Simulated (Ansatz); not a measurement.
# FHSSi (SMILES F[Si]S): functionals against CCSD(T) at one geometry

A test off equilibrium: a structure displaced at random from a GFN2-xTB minimum is computed at several levels, and each is set against CCSD(T).

Method: single points in def2-TZVPP; program: Ansatz 0.2.0, Gaussian basis.

Cores are frozen in the correlated methods.

## Step 1: The system as given

SMILES `F[Si]S`, 4 atoms, charge 0, spin multiplicity 1.

Atoms are counted from 1 here; the program's logs count them from 0.

Bond lengths: F1–Si2 1.759 Å, Si2–S3 2.132 Å, S3–H4 1.505 Å. Angles: F1–Si2–S3 100.3°, Si2–S3–H4 93.5°.

Geometry (Å):

```
F    -1.0795    0.0140    1.2261
Si    0.0894    1.2056    0.6728
S     1.0472    0.1075   -0.8830
H    -0.0159   -0.9569   -0.9114
```

## Step 2: CCSD(T)/def2-TZVPP

The input, run/in.yaml:

```yaml
crystal:
  periodic: [false, false, false]
  atoms:
    - {symbol: F, position_ang: [-1.079500, 0.014000, 1.226100]}
    - {symbol: Si, position_ang: [0.089400, 1.205600, 0.672800]}
    - {symbol: S, position_ang: [1.047200, 0.107500, -0.883000]}
    - {symbol: H, position_ang: [-0.015900, -0.956900, -0.911400]}
basis:
  gaussian: {orbitals: def2-TZVPP}
correlation: {method: ccsd_t}
output: {forces: true}
```

No record of the launch command was kept for these runs.

## Step 3: PBE0-D4/def2-TZVPP

Edit run/in.yaml of step 2 so:

```diff
@@ -9,3 +9,3 @@
   gaussian: {orbitals: def2-TZVPP}
-correlation: {method: ccsd_t}
-output: {forces: true}
+hamiltonian: {xc: pbe0, dispersion: d4}
+output: {forces: true, orbitals: {seedname: orbitals}}
```

## Step 4: wB97M-V/def2-TZVPP

Edit run/in.yaml of step 3 so:

```diff
@@ -9,3 +9,3 @@
   gaussian: {orbitals: def2-TZVPP}
-hamiltonian: {xc: pbe0, dispersion: d4}
-output: {forces: true, orbitals: {seedname: orbitals}}
+hamiltonian: {xc: {name: wB97M-V}}
+output: {forces: true}
```

## Step 5: r2SCAN-D4/def2-TZVPP

Edit run/in.yaml of step 4 so:

```diff
@@ -9,3 +9,3 @@
   gaussian: {orbitals: def2-TZVPP}
-hamiltonian: {xc: {name: wB97M-V}}
+hamiltonian: {xc: r2scan, dispersion: d4}
 output: {forces: true}
```

## Step 6: PBE-D4/def2-TZVPP

Edit run/in.yaml of step 5 so:

```diff
@@ -9,3 +9,3 @@
   gaussian: {orbitals: def2-TZVPP}
-hamiltonian: {xc: r2scan, dispersion: d4}
+hamiltonian: {xc: pbe, dispersion: d4}
 output: {forces: true}
```

## Step 7: SPW92/def2-TZVPP

Edit run/in.yaml of step 6 so:

```diff
@@ -9,3 +9,3 @@
   gaussian: {orbitals: def2-TZVPP}
-hamiltonian: {xc: pbe, dispersion: d4}
+hamiltonian: {xc: lda}
 output: {forces: true}
```

## Step 8: revPBE-D4/def2-TZVPP

Edit run/in.yaml of step 7 so:

```diff
@@ -9,3 +9,3 @@
   gaussian: {orbitals: def2-TZVPP}
-hamiltonian: {xc: lda}
+hamiltonian: {xc: {name: revPBE}, dispersion: d4}
 output: {forces: true}
```

(Steps that only read results are left out.)

**Question.** What will these runs give? Wanted: energy less free atoms, CCSD(T)/def2-TZVPP; RMS force component; RMS force error; HOMO and LUMO, PBE0-D4; T1 diagnostic.

**Answer**, as computed:

```
                                  quantity                                                                                           value
energy less free atoms, CCSD(T)/def2-TZVPP                                                                                      -12.756 eV
                       RMS force component                                                            1.344 to 1.637 eV/Å over the methods
                           RMS force error  PBE0-D4 0.062, wB97M-V 0.090, r2SCAN-D4 0.089, PBE-D4 0.322, SPW92 0.186, revPBE-D4 0.376 eV/Å
                    HOMO and LUMO, PBE0-D4                                                                              -7.57 and -2.45 eV
                             T1 diagnostic                                                                                           0.016
```

In words: Against CCSD(T) the functionals' energies less atoms differ by -2.866 to -0.347 eV, PBE-D4 by -0.955 eV. The reference is not at the basis limit: in triple zeta CCSD(T) underbinds, which counts against methods that bind more; the gaps are no ranking. For forces PBE0-D4 does best and revPBE-D4 worst. Frozen-core CCSD(T) forces in triple zeta carry basis errors of their own, and this is one geometry, so small gaps rank nothing. The restricted Hartree–Fock reference is unstable towards an unrestricted one at one or more of these structures.
